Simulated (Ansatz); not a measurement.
Geometry optimisation, Ansatz 0.2.0, RKS PBE0/def2-SVP.

Input:

```yaml
crystal:
  periodic: [false, false, false]
  atoms:
    - { symbol: Si, position_ang: [0.0, 0.0, 0.0] }
    - { symbol: O, position_ang: [1.0382, 0.0, 1.5673] }
    - { symbol: H, position_ang: [0.1287, -0.2814, 1.9044] }
    - { symbol: H, position_ang: [1.629, 0.0, 0.3193] }
    - { symbol: H, position_ang: [-0.6877, 1.1914, -0.4862] }
    - { symbol: H, position_ang: [-0.6877, -1.1914, -0.4862] }
basis:
  gaussian: { orbitals: def2-SVP }
hamiltonian:
  xc: pbe0
relax:
  f_tol: 0.15
  max_steps: 25
  restrain:
    - { distance: [1, 3], at: 1.01, k: 30.0 }
    - { distance: [0, 1], at: 2.88, k: 30.0 }
    - { distance: [0, 3], at: 2.66, k: 30.0 }
```

Command:

```bash
$ ansatz run input.yaml --threads 1 --pin off --max-ram 2048MiB --backend cpu --events-out ev --progress --plain --runs-dir out
```

Q: Where does it end, and by what steps?

A: It converged. The restraints hold the end off the free minimum. After 11 steps the energy has fallen by 1.944 eV (the restraints' own energy left out); Si1 moved furthest, 0.92 Å. Parted: Si1–O2 (1.88 → 2.86 Å). Joined: O2–H4 (1.38 → 0.99 Å).

```
step  energy less start (eV)  largest force component (eV/Å)  accepted
   0                  0.0000                           5.431       yes
   1                  1.2891                           6.795       yes
   2                  2.3322                           6.224       yes
   3                  1.7607                           4.819       yes
   4                  0.2301                           4.085       yes
   5                 -0.8799                           1.858       yes
   6                 -1.5394                           1.582       yes
   7                 -1.8348                           1.277       yes
   8                 -1.9366                           1.216       yes
   9                 -1.9176                           1.225        no
  10                 -1.9444                           1.022       yes
  11                 -1.9440                           1.243       yes
```

```xyz
6
Properties=species:S:1:pos:R:3
Si -0.116 0.078 -0.906
O 1.155 0.191 1.648
H 0.758 -0.618 1.999
H 1.780 -0.138 0.958
H -1.135 1.183 -0.629
H -1.021 -0.977 -0.251
```

The run took 13 s on 1 thread of Arm Neoverse V2, with other jobs on the host, peak memory 0.1 GiB.
